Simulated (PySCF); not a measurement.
## Bond length, frequency and bond energy of NaC⁺ by level of theory

State: ³Π (triplet), unpaired electrons σ ↑, π ↑. Set-up: Na aug-cc-pVDZ, C aug-cc-pVDZ; no relativity (PySCF 2.14). De refers to Na⁺ + C in their high-spin ground configurations, without counterpoise correction. The functionals are run spin-unrestricted. A positive dipole points towards C; it is taken about the centre of mass and depends on that origin.

```tsv
Level	Re (Å)	ωe (cm⁻¹)	De (eV)	μ (D)
UHF	2.763	177	0.261	-3.49
UHF-MP2	2.778	167	0.266	n/a
UHF-SCS-MP2	2.777	167	0.264	n/a
UHF-CCSD	2.792	164	0.258	n/a
UHF-CCSD(T)	2.794	163	0.259	n/a
PBE	2.740	174	0.314	-3.25
PBEsol	2.726	175	0.316	-3.22
PW91	2.731	177	0.330	-3.22
r²SCAN	2.744	175	0.290	-3.36
PBE0	2.724	180	0.300	-3.31
r²SCAN0	2.727	180	0.288	-3.36
HSE06	2.723	180	0.303	-3.30
```

Task: Which functional lies closest to UHF-CCSD(T) in De, which farthest, and by how much do they differ from it?

Result: Closest is r²SCAN0 (-6.7 pm in Re, +10.4 % in ωe, +0.03 eV in De against UHF-CCSD(T) in the same basis), farthest PW91 (-6.3 pm in Re, +8.6 % in ωe, +0.07 eV in De). CCSD(T) converges more slowly with the basis than the functionals do and binds too weakly in this one, so the order can change at the basis-set limit.

Task: What does the step from GGA to meta-GGA do here, going from PBE to r²SCAN?

Result: r²SCAN less PBE: +0.4 pm in Re, +0.6 % in ωe, -0.02 eV in De. 

Task: What does second-order correlation do here, going from UHF to UHF-MP2?

Result: UHF-MP2 less UHF: +1.5 pm in Re, -5.6 % in ωe, +0.01 eV in De. Correlation nearly always deepens the well. The bond lengthens, as in strong covalent bonds, where excitations into antibonding orbitals dominate.

Correlated steps freeze 2 core orbitals. The bond is weak. Basis-set superposition, not corrected here, can be much of De in a small basis, most of all at correlated wavefunction levels. For an ion De counts to the pair picked by the measured ionisation energies or electron affinities, which need not be the lowest pair at this level. The state was picked by a PBE0 search and need not be the measured ground state.

The whole job (state search and all levels along the bond) took about 1.5 min on 1 thread of Oxide Virtual Turin-like (shared host), peak memory 0.69 GiB.
